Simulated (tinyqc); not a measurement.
UHF in the sto-3g basis, for BH, spin multiplicity 3, step by step (part 1 of 2). This run ends on a higher stationary point, not on the lowest solution. Computed by tinyqc, a small Python program that keeps every step (integrals from PySCF). Settings: charge = 0, multiplicity = 3, basis = sto-3g, energy threshold = 1e-08, iteration cap = 72, orthogonalisation = symmetric, start = Wolfsberg-Helmholz matrix, DIIS depth = 3, DIIS from iteration = 2, damping = 0.3, method = UHF. Command: `OMP_NUM_THREADS=1 python tinyqc.py 20741 20742 out.jsonl` (the two numbers bound the seeds that draw the settings). One thread of a shared host (Intel(R) Xeon(R) Processor @ 2.60GHz), about 0.2 s of CPU time with the checks. Later iterations appear only in the table of the cycle.

## One-electron integrals

Geometry (angstrom):

| atom | x | y | z |
|---|---|---|---|
| B | 0.000000 | 0.000000 | 0.000000 |
| H | 0.000000 | 0.000000 | 1.250000 |

Basis sto-3g: exponents (1/bohr^2) and contraction coefficients of normalised primitives:

| element | l (shell) | exponent | coefficient |
|---|---|---|---|
| B | s (1) | 48.791113 | 0.154329 |
| B | s (1) | 8.887362 | 0.535328 |
| B | s (1) | 2.405267 | 0.444635 |
| B | s (2) | 2.236956 | -0.099967 |
| B | s (2) | 0.519821 | 0.399513 |
| B | s (2) | 0.169062 | 0.700115 |
| B | p (3) | 2.236956 | 0.155916 |
| B | p (3) | 0.519821 | 0.607684 |
| B | p (3) | 0.169062 | 0.391957 |
| H | s (1) | 3.425251 | 0.154329 |
| H | s (1) | 0.623914 | 0.535328 |
| H | s (1) | 0.168855 | 0.444635 |

Overlap, kinetic and nuclear-attraction integrals over the contracted functions; the nuclear repulsion is the sum of Za Zb / Rab.

nuclear repulsion = 2.11670884 hartree

overlap S, lower triangle:
```
           1B 1s     1B 2s    1B 2px    1B 2py    1B 2pz     2H 1s
1B 1s   1.000000
1B 2s   0.269328  1.000000
1B 2px  0.000000  0.000000  1.000000
1B 2py  0.000000  0.000000  0.000000  1.000000
1B 2pz  0.000000  0.000000  0.000000  0.000000  1.000000
2H 1s   0.058002  0.445342  0.000000  0.000000  0.467276  1.000000
```

kinetic energy T (hartree), lower triangle:
```
            1B 1s     1B 2s    1B 2px    1B 2py    1B 2pz     2H 1s
1B 1s   10.826302
1B 2s   -0.047967  0.359168
1B 2px   0.000000  0.000000  1.123881
1B 2py   0.000000  0.000000  0.000000  1.123881
1B 2pz   0.000000  0.000000  0.000000  0.000000  1.123881
2H 1s   -0.014366  0.074153  0.000000  0.000000  0.200548  0.760032
```

nuclear attraction V (hartree), lower triangle:
```
             1B 1s      1B 2s     1B 2px     1B 2py     1B 2pz      2H 1s
1B 1s   -23.570730
1B 2s    -3.253380  -4.183073
1B 2px    0.000000   0.000000  -4.115826
1B 2py    0.000000   0.000000   0.000000  -4.115826
1B 2pz   -0.016841  -0.150852   0.000000   0.000000  -4.226782
2H 1s    -0.706556  -1.652941   0.000000   0.000000  -1.663284  -3.319163
```

core Hamiltonian H = T + V (hartree), lower triangle:
```
             1B 1s      1B 2s     1B 2px     1B 2py     1B 2pz      2H 1s
1B 1s   -12.744428
1B 2s    -3.301347  -3.823905
1B 2px    0.000000   0.000000  -2.991945
1B 2py    0.000000   0.000000   0.000000  -2.991945
1B 2pz   -0.016841  -0.150852   0.000000   0.000000  -3.102902
2H 1s    -0.720922  -1.578788   0.000000   0.000000  -1.462735  -2.559131
```

## Two-electron integrals

Functions are numbered as in S; the eight-fold symmetry (ij|kl) = (ji|kl) = (kl|ij) leaves the list below.

Two-electron integrals (ij|kl) in chemists' order, unique and non-zero (hartree):
```
(11|11) 2.923513   (21|11) 0.518376   (21|21) 0.109262   (22|11) 0.744229
(22|21) 0.193177   (22|22) 0.544804   (31|31) 0.020264   (32|31) 0.029996
(32|32) 0.120346   (33|11) 0.742491   (33|21) 0.193240   (33|22) 0.544682
(33|33) 0.586773   (41|41) 0.020264   (42|41) 0.029996   (42|42) 0.120346
(43|43) 0.031630   (44|11) 0.742491   (44|21) 0.193240   (44|22) 0.544682
(44|33) 0.523513   (44|44) 0.586773   (51|51) 0.020264   (52|51) 0.029996
(52|52) 0.120346   (53|53) 0.031630   (54|54) 0.031630   (55|11) 0.742491
(55|21) 0.193240   (55|22) 0.544682   (55|33) 0.523513   (55|44) 0.523513
(55|55) 0.586773   (61|11) 0.111266   (61|21) 0.023374   (61|22) 0.041466
(61|33) 0.041262   (61|44) 0.041262   (61|51) 0.001702   (61|52) 0.003130
(61|55) 0.041896   (61|61) 0.005160   (62|11) 0.261365   (62|21) 0.068857
(62|22) 0.212754   (62|33) 0.206740   (62|44) 0.206740   (62|51) 0.007593
(62|52) 0.045666   (62|55) 0.224586   (62|61) 0.015724   (62|62) 0.113193
(63|31) 0.006992   (63|32) 0.032408   (63|53) 0.008598   (63|63) 0.012705
(64|41) 0.006992   (64|42) 0.032408   (64|54) 0.008598   (64|64) 0.012705
(65|11) 0.242018   (65|21) 0.064620   (65|22) 0.210726   (65|33) 0.199502
(65|44) 0.199502   (65|51) 0.013171   (65|52) 0.073866   (65|55) 0.232952
(65|61) 0.015500   (65|62) 0.131394   (65|65) 0.162126   (66|11) 0.417996
(66|21) 0.112191   (66|22) 0.391542   (66|33) 0.368150   (66|44) 0.368150
(66|51) 0.015294   (66|52) 0.121168   (66|55) 0.437895   (66|61) 0.026147
(66|62) 0.263966   (66|65) 0.333451   (66|66) 0.774606
```

## Orthogonalisation

S = U s U^T; symmetric (Loewdin) form X = U s^(-1/2) U^T, so that X^T S X = 1.

eigenvalues of S: 0.340393  0.796591  1.000000  1.000000  1.170449  1.692566

X, lower triangle:
```
            1B 1s      1B 2s    1B 2px    1B 2py     1B 2pz     2H 1s
1B 1s    1.030277
1B 2s   -0.153379   1.144488
1B 2px   0.000000   0.000000  1.000000
1B 2py   0.000000   0.000000  0.000000  1.000000
1B 2pz  -0.012430   0.118217  0.000000  0.000000   1.120749
2H 1s    0.027576  -0.318599  0.000000  0.000000  -0.326773  1.231874
```

## Starting guess

The start is the generalised Wolfsberg-Helmholz matrix (K = 1.75) built on H; D(s) = C_occ C_occ^T for each spin.

D(alpha) at the start, lower triangle:
```
            1B 1s     1B 2s    1B 2px    1B 2py    1B 2pz     2H 1s
1B 1s    0.994062
1B 2s   -0.007128  0.163336
1B 2px   0.000000  0.000000  1.000000
1B 2py   0.000000  0.000000  0.000000  1.000000
1B 2pz  -0.071170  0.195831  0.000000  0.000000  0.238737
2H 1s   -0.092317  0.190744  0.000000  0.000000  0.233984  0.229849
```

D(beta) at the start, lower triangle:
```
            1B 1s     1B 2s    1B 2px    1B 2py    1B 2pz     2H 1s
1B 1s    0.994062
1B 2s   -0.007128  0.163336
1B 2px   0.000000  0.000000  0.000000
1B 2py   0.000000  0.000000  0.000000  0.000000
1B 2pz  -0.071170  0.195831  0.000000  0.000000  0.238737
2H 1s   -0.092317  0.190744  0.000000  0.000000  0.233984  0.229849
```

## Iteration 1: building the Fock matrix

J_ij = sum D_kl (ij|kl) with D = D(alpha) + D(beta), K_ij = sum D_kl (ik|jl) for each spin; F = H + J - K(s); E = tr D H + tr D J / 2 - 0.5 sum_s tr D(s) K(s) + E_nn.

Coulomb J (hartree), lower triangle:
```
           1B 1s     1B 2s    1B 2px    1B 2py    1B 2pz     2H 1s
1B 1s   8.457146
1B 2s   1.725294  3.525753
1B 2px  0.000000  0.000000  3.507299
1B 2py  0.000000  0.000000  0.000000  3.507299
1B 2pz  0.042250  0.244251  0.000000  0.000000  3.550996
2H 1s   0.375205  1.466366  0.000000  0.000000  1.512056  2.851597
```

exchange K(alpha) (hartree), lower triangle:
```
            1B 1s     1B 2s    1B 2px    1B 2py    1B 2pz     2H 1s
1B 1s    2.952332
1B 2s    0.608801  0.580105
1B 2px   0.000000  0.000000  0.683342
1B 2py   0.000000  0.000000  0.000000  0.683342
1B 2pz  -0.003698  0.256618  0.000000  0.000000  0.414742
2H 1s    0.132298  0.389273  0.000000  0.000000  0.398783  0.566724
```

exchange K(beta) (hartree), lower triangle:
```
            1B 1s     1B 2s    1B 2px    1B 2py    1B 2pz     2H 1s
1B 1s    2.911804
1B 2s    0.548809  0.339414
1B 2px   0.000000  0.000000  0.064940
1B 2py   0.000000  0.000000  0.000000  0.064940
1B 2pz  -0.003698  0.256618  0.000000  0.000000  0.351483
2H 1s    0.118313  0.324456  0.000000  0.000000  0.381587  0.541314
```

F(alpha) (hartree), lower triangle:
```
            1B 1s      1B 2s     1B 2px     1B 2py     1B 2pz      2H 1s
1B 1s   -7.239614
1B 2s   -2.184855  -0.878257
1B 2px   0.000000   0.000000  -0.167989
1B 2py   0.000000   0.000000   0.000000  -0.167989
1B 2pz   0.029107  -0.163219   0.000000   0.000000   0.033352
2H 1s   -0.478015  -0.501694   0.000000   0.000000  -0.349462  -0.274257
```

F(beta) (hartree), lower triangle:
```
            1B 1s      1B 2s    1B 2px    1B 2py     1B 2pz      2H 1s
1B 1s   -7.199086
1B 2s   -2.124863  -0.637566
1B 2px   0.000000   0.000000  0.450414
1B 2py   0.000000   0.000000  0.000000  0.450414
1B 2pz   0.029107  -0.163219  0.000000  0.000000   0.096611
2H 1s   -0.464030  -0.436877  0.000000  0.000000  -0.332266  -0.248848
```

total energy of this density = -24.46268516 hartree

This density is the starting one.

## Iteration 1: diagonalisation and new density

Diagonalise F' = X^T F X, C = X C', fill 4 alpha and 2 beta electrons from the bottom; D(s) = C_occ C_occ^T; the new density keeps 0.3 of the old one (damping). Each column has its largest component positive (the first on a tie).

F' = X^T F X (alpha) (hartree), lower triangle:
```
           1          2          3          4          5         6
1  -7.039041
2  -1.202159  -0.280760
3   0.000000   0.000000  -0.167989
4   0.000000   0.000000   0.000000  -0.167989
5   0.024380   0.016204   0.000000   0.000000   0.252420
6  -0.049353  -0.400767   0.000000   0.000000  -0.449881  0.139274
```

orbital energies (alpha) (hartree): MO1 -7.248414, MO2 -0.484242, MO3 -0.167989, MO4 -0.167989, MO5 0.059233, MO6 0.745316

coefficients C (alpha):
```
              MO1        MO2       MO3        MO4        MO5        MO6
1B 1s    0.989247  -0.199142  0.000000   0.000000  -0.228378   0.124453
1B 2s    0.039160   0.549607  0.000000   0.000000   0.823251  -0.683750
1B 2px   0.000000   0.000000  0.995197  -0.097892   0.000000   0.000000
1B 2py   0.000000   0.000000  0.097892   0.995197   0.000000   0.000000
1B 2pz  -0.000120   0.303521  0.000000   0.000000  -0.564813  -0.982777
2H 1s   -0.007088   0.500037  0.000000   0.000000  -0.335152   1.167966
```

F' = X^T F X (beta) (hartree), lower triangle:
```
           1          2         3         4          5         6
1  -7.009057
2  -1.178292  -0.029333
3   0.000000   0.000000  0.450414
4   0.000000   0.000000  0.000000  0.450414
5   0.025156   0.025201  0.000000  0.000000   0.320296
6  -0.050741  -0.396802  0.000000  0.000000  -0.450499  0.144225
```

orbital energies (beta) (hartree): MO1 -7.204454, MO2 -0.388692, MO3 0.208261, MO4 0.450414, MO5 0.450414, MO6 0.811016

coefficients C (beta):
```
              MO1        MO2        MO3        MO4       MO5        MO6
1B 1s    0.991873  -0.153405  -0.239447   0.000000  0.000000   0.145710
1B 2s    0.029830   0.389842   0.846439   0.000000  0.000000  -0.761270
1B 2px   0.000000   0.000000   0.000000   0.811059  0.584964   0.000000
1B 2py   0.000000   0.000000   0.000000  -0.584964  0.811059   0.000000
1B 2pz  -0.001323   0.327857  -0.578770   0.000000  0.000000  -0.966707
2H 1s   -0.004728   0.604193  -0.187402   0.000000  0.000000   1.151680
```

D(alpha) after iteration 1, lower triangle:
```
            1B 1s     1B 2s    1B 2px    1B 2py    1B 2pz     2H 1s
1B 1s    1.011005
1B 2s   -0.051636  0.261522
1B 2px   0.000000  0.000000  1.000000
1B 2py   0.000000  0.000000  0.000000  1.000000
1B 2pz  -0.063745  0.175518  0.000000  0.000000  0.136109
2H 1s   -0.102308  0.249406  0.000000  0.000000  0.176436  0.244016
```

D(beta) after iteration 1, lower triangle:
```
            1B 1s     1B 2s    1B 2px    1B 2py    1B 2pz     2H 1s
1B 1s    1.003360
1B 2s   -0.023290  0.156008
1B 2px   0.000000  0.000000  0.000000
1B 2py   0.000000  0.000000  0.000000  0.000000
1B 2pz  -0.057476  0.148190  0.000000  0.000000  0.146865
2H 1s   -0.095858  0.222002  0.000000  0.000000  0.208862  0.324505
```

Within a degenerate level the vectors are fixed only up to a rotation; this is one choice.

## Iteration 2: building the Fock matrix

As before.

Coulomb J (hartree), lower triangle:
```
           1B 1s     1B 2s    1B 2px    1B 2py    1B 2pz     2H 1s
1B 1s   8.443630
1B 2s   1.718880  3.510307
1B 2px  0.000000  0.000000  3.494140
1B 2py  0.000000  0.000000  0.000000  3.494140
1B 2pz  0.039835  0.238263  0.000000  0.000000  3.530784
2H 1s   0.373524  1.461564  0.000000  0.000000  1.507611  2.859460
```

exchange K(alpha) (hartree), lower triangle:
```
            1B 1s     1B 2s    1B 2px    1B 2py    1B 2pz     2H 1s
1B 1s    2.964765
1B 2s    0.598718  0.625834
1B 2px   0.000000  0.000000  0.692439
1B 2py   0.000000  0.000000  0.000000  0.692439
1B 2pz  -0.003979  0.243772  0.000000  0.000000  0.347900
2H 1s    0.129136  0.410898  0.000000  0.000000  0.357958  0.557820
```

exchange K(beta) (hartree), lower triangle:
```
            1B 1s     1B 2s    1B 2px    1B 2py    1B 2pz     2H 1s
1B 1s    2.920645
1B 2s    0.539323  0.340370
1B 2px   0.000000  0.000000  0.063118
1B 2py   0.000000  0.000000  0.000000  0.063118
1B 2pz  -0.002549  0.240691  0.000000  0.000000  0.304078
2H 1s    0.117129  0.337223  0.000000  0.000000  0.370503  0.585919
```

F(alpha) (hartree), lower triangle:
```
            1B 1s      1B 2s     1B 2px     1B 2py     1B 2pz      2H 1s
1B 1s   -7.265563
1B 2s   -2.181185  -0.939432
1B 2px   0.000000   0.000000  -0.190244
1B 2py   0.000000   0.000000   0.000000  -0.190244
1B 2pz   0.026973  -0.156361   0.000000   0.000000   0.079983
2H 1s   -0.476533  -0.528121   0.000000   0.000000  -0.313083  -0.257491
```

F(beta) (hartree), lower triangle:
```
            1B 1s      1B 2s    1B 2px    1B 2py     1B 2pz      2H 1s
1B 1s   -7.221443
1B 2s   -2.121790  -0.653968
1B 2px   0.000000   0.000000  0.439077
1B 2py   0.000000   0.000000  0.000000  0.439077
1B 2pz   0.025543  -0.153280  0.000000  0.000000   0.123804
2H 1s   -0.464527  -0.454447  0.000000  0.000000  -0.325628  -0.285590
```

total energy of this density = -24.51720778 hartree

This density is a damped mixture and is not idempotent.

## Iteration 2: diagonalisation and new density

As before.

F' = X^T F X (alpha) (hartree), lower triangle:
```
           1          2          3          4          5         6
1  -7.068801
2  -1.185963  -0.341826
3   0.000000   0.000000  -0.190244
4   0.000000   0.000000   0.000000  -0.190244
5   0.021184   0.021508   0.000000   0.000000   0.289197
6  -0.046229  -0.420523   0.000000   0.000000  -0.426682  0.156425
```

orbital energies (alpha) (hartree): MO1 -7.273637, MO2 -0.504035, MO3 -0.190244, MO4 -0.190244, MO5 0.060105, MO6 0.752562

coefficients C (alpha):
```
              MO1        MO2       MO3        MO4        MO5        MO6
1B 1s    0.989686  -0.222233  0.000000   0.000000  -0.205667   0.121434
1B 2s    0.037656   0.637617  0.000000   0.000000   0.766183  -0.673682
1B 2px   0.000000   0.000000  0.996998  -0.077430   0.000000   0.000000
1B 2py   0.000000   0.000000  0.077430   0.996998   0.000000   0.000000
1B 2pz   0.000051   0.241825  0.000000   0.000000  -0.583125  -0.989179
2H 1s   -0.006865   0.458199  0.000000   0.000000  -0.401385   1.164240
```

F' = X^T F X (beta) (hartree), lower triangle:
```
           1          2         3         4          5         6
1  -7.033924
2  -1.169864  -0.040688
3   0.000000   0.000000  0.439077
4   0.000000   0.000000  0.000000  0.439077
5   0.019696   0.040702  0.000000  0.000000   0.349512
6  -0.049917  -0.406189  0.000000  0.000000  -0.443579  0.100183
```

orbital energies (beta) (hartree): MO1 -7.226279, MO2 -0.406819, MO3 0.198435, MO4 0.439077, MO5 0.439077, MO6 0.809745

coefficients C (beta):
```
              MO1        MO2        MO3        MO4       MO5        MO6
1B 1s    0.992299  -0.155457  -0.235929   0.000000  0.000000   0.146370
1B 2s    0.028291   0.391477   0.846726   0.000000  0.000000  -0.760170
1B 2px   0.000000   0.000000   0.000000   0.824015  0.566568   0.000000
1B 2py   0.000000   0.000000   0.000000  -0.566568  0.824015   0.000000
1B 2pz  -0.001071   0.282098  -0.572807   0.000000  0.000000  -0.984530
2H 1s   -0.004305   0.632414  -0.222453   0.000000  0.000000   1.130092
```

D(alpha) after iteration 2, lower triangle:
```
            1B 1s     1B 2s    1B 2px    1B 2py    1B 2pz     2H 1s
1B 1s    1.023508
1B 2s   -0.088593  0.364038
1B 2px   0.000000  0.000000  1.000000
1B 2py   0.000000  0.000000  0.000000  1.000000
1B 2pz  -0.056707  0.160591  0.000000  0.000000  0.081768
2H 1s   -0.106727  0.279150  0.000000  0.000000  0.130493  0.220200
```

D(beta) after iteration 2, lower triangle:
```
            1B 1s     1B 2s    1B 2px    1B 2py    1B 2pz     2H 1s
1B 1s    1.007186
1B 2s   -0.029936  0.154640
1B 2px   0.000000  0.000000  0.000000
1B 2py   0.000000  0.000000  0.000000  0.000000
1B 2pz  -0.048685  0.121740  0.000000  0.000000  0.099766
2H 1s   -0.100567  0.239818  0.000000  0.000000  0.187544  0.377328
```

Within a degenerate level the vectors are fixed only up to a rotation; this is one choice.

## Iteration 18 (converged): orbitals

converged F(alpha) (hartree), lower triangle:
```
            1B 1s      1B 2s     1B 2px     1B 2py     1B 2pz      2H 1s
1B 1s   -7.262943
1B 2s   -2.160733  -1.098939
1B 2px   0.000000   0.000000  -0.220503
1B 2py   0.000000   0.000000   0.000000  -0.220503
1B 2pz   0.010858  -0.091808   0.000000   0.000000   0.194696
2H 1s   -0.471057  -0.523491   0.000000   0.000000  -0.171957  -0.107416
```

converged F(beta) (hartree), lower triangle:
```
            1B 1s      1B 2s    1B 2px    1B 2py     1B 2pz      2H 1s
1B 1s   -7.185597
1B 2s   -2.111459  -0.606315
1B 2px   0.000000   0.000000  0.463850
1B 2py   0.000000   0.000000  0.000000  0.463850
1B 2pz   0.009598  -0.175420  0.000000  0.000000   0.169007
2H 1s   -0.463852  -0.479178  0.000000  0.000000  -0.372367  -0.484497
```

Diagonalise F' = X^T F X, C = X C', fill 4 alpha and 2 beta electrons from the bottom; D(s) = C_occ C_occ^T. Each column has its largest component positive (the first on a tie).

F' = X^T F X (alpha) (hartree), lower triangle:
```
           1          2          3          4          5         6
1  -7.075270
2  -1.139779  -0.536459
3   0.000000   0.000000  -0.220503
4   0.000000   0.000000   0.000000  -0.220503
5  -0.002843   0.059137   0.000000   0.000000   0.360893
6  -0.043656  -0.410334   0.000000   0.000000  -0.338124  0.276718
```

orbital energies (alpha) (hartree): MO1 -7.269904, MO2 -0.548319, MO3 -0.220503, MO4 -0.220503, MO5 0.090345, MO6 0.753760

coefficients C (alpha):
```
              MO1        MO2       MO3        MO4        MO5        MO6
1B 1s    0.990243  -0.279063  0.000000   0.000000   0.123213   0.110783
1B 2s    0.036058   0.874501  0.000000   0.000000  -0.528334  -0.635350
1B 2px   0.000000   0.000000  0.931652  -0.363352   0.000000   0.000000
1B 2py   0.000000   0.000000  0.363352   0.931652   0.000000   0.000000
1B 2pz   0.002429   0.082629  0.000000   0.000000   0.621927  -0.991646
2H 1s   -0.007930   0.260165  0.000000   0.000000   0.535743   1.171234
```

F' = X^T F X (beta) (hartree), lower triangle:
```
           1          2         3         4          5          6
1  -6.997559
2  -1.173594   0.015598
3   0.000000   0.000000  0.463850
4   0.000000   0.000000  0.000000  0.463850
5   0.003056   0.034932  0.000000  0.000000   0.416419
6  -0.045517  -0.387487  0.000000  0.000000  -0.449306  -0.139388
```

orbital energies (beta) (hartree): MO1 -7.190374, MO2 -0.527446, MO3 0.249980, MO4 0.463850, MO5 0.463850, MO6 0.762911

coefficients C (beta):
```
              MO1        MO2        MO3        MO4       MO5        MO6
1B 1s    0.992275  -0.123522  -0.254799   0.000000  0.000000  -0.145331
1B 2s    0.028638   0.249388   0.923807   0.000000  0.000000   0.729674
1B 2px   0.000000   0.000000   0.000000  -0.264857  0.964288   0.000000
1B 2py   0.000000   0.000000   0.000000   0.964288  0.264857   0.000000
1B 2pz   0.001585   0.203560  -0.480522   0.000000  0.000000   1.051023
2H 1s   -0.005411   0.769132  -0.256739   0.000000  0.000000  -1.033949
```

D(alpha) after iteration 18, lower triangle:
```
            1B 1s     1B 2s    1B 2px    1B 2py    1B 2pz     2H 1s
1B 1s    1.058457
1B 2s   -0.208334  0.766052
1B 2px   0.000000  0.000000  1.000000
1B 2py   0.000000  0.000000  0.000000  1.000000
1B 2pz  -0.020653  0.072347  0.000000  0.000000  0.006834
2H 1s   -0.080455  0.227229  0.000000  0.000000  0.021478  0.067749
```

D(beta) after iteration 18, lower triangle:
```
            1B 1s     1B 2s    1B 2px    1B 2py    1B 2pz     2H 1s
1B 1s    0.999868
1B 2s   -0.002388  0.063015
1B 2px   0.000000  0.000000  0.000000
1B 2py   0.000000  0.000000  0.000000  0.000000
1B 2pz  -0.023571  0.050811  0.000000  0.000000  0.041439
2H 1s   -0.100373  0.191657  0.000000  0.000000  0.156556  0.591593
```

Within a degenerate level the vectors are fixed only up to a rotation; this is one choice.
